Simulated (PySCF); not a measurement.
Rigid-rotor lines calculated for a species of formula C3H2FPS (commonest isotopes; PySCF 2.14.0, PBE0-D3(BJ)/def2-SVP geometry optimisation, gas phase), labelled J(Ka,Kc):

```tsv
transition	MHz
2(1,1) ← 1(1,0)	8423.2
2(1,2) ← 1(1,1)	6747.9
2(0,2) ← 1(0,1)	7351.3
1(1,1) ← 0(0,0)	5561.5
1(0,1) ← 0(0,0)	3792.8
```

(1) Find the rotational constants.

(2) What moments of inertia, asymmetry and inertial defect follow?

(3) Which dipole components do these lines need?

(4) Where do these fall, and of which type are they? 1(1,0) ← 1(1,1); 2(2,1) ← 1(1,0); 2(2,0) ← 1(1,1); 2(1,1) ← 2(1,2); 2(1,1) ← 2(0,2); 2(1,2) ← 1(0,1).

(5) Which structure gave them?

Results:

(1) 1(0,1) ← 0(0,0) is B + C, 2(1,1) ← 1(1,0) is 3B + C and 2(1,2) ← 1(1,1) is B + 3C, so B − C is half the difference of the last two, 837.7 MHz. 1(1,1) ← 0(0,0) is A + C. A = 4083.9, B = 2315.2, C = 1477.6 MHz.

(2) I = 505379 MHz·u·Å² over each constant: Ia = 123.75, Ib = 218.29, Ic = 342.04 u·Å²; κ = (2B − A − C)/(A − C) = -0.357 (asymmetric top); Δ = Ic − Ia − Ib = 0.00 u·Å².

(3) μa and μb (a-type: ΔKa even, ΔKc odd; b-type: both odd). The calculation gives |μa| = 1.77 D, |μb| = 0.61 D, |μc| = 0.00 D.

(4) 
| transition | MHz | type | branch |
| --- | --- | --- | --- |
| 1(1,0) ← 1(1,1) | 838 | a | Q |
| 2(1,1) ← 2(1,2) | 2513 | a | Q |
| 2(1,1) ← 2(0,2) | 3678 | b | Q |
| 2(1,2) ← 1(0,1) | 8517 | b | R |
| 2(2,1) ← 1(1,0) | 13729 | b | R |
| 2(2,0) ← 1(1,1) | 14801 | b | R |

(5) `FC1=CSC=P1`, point group Cs. Three constants can't fix a structure by themselves; this is the one that was computed:
```xyz
8
C3H2FPS angstrom
F      2.239   -0.250    0.918
C      0.996   -0.163    0.455
C      0.651    0.805   -0.445
S     -0.984    0.780   -0.936
C     -1.438   -0.559    0.015
P     -0.259   -1.314    0.999
H      1.330    1.557   -0.847
H     -2.481   -0.875   -0.054
```

Not checked by PBE0-D3(BJ)/def2-SVP frequencies. Zero-point vibration and centrifugal distortion are left out.
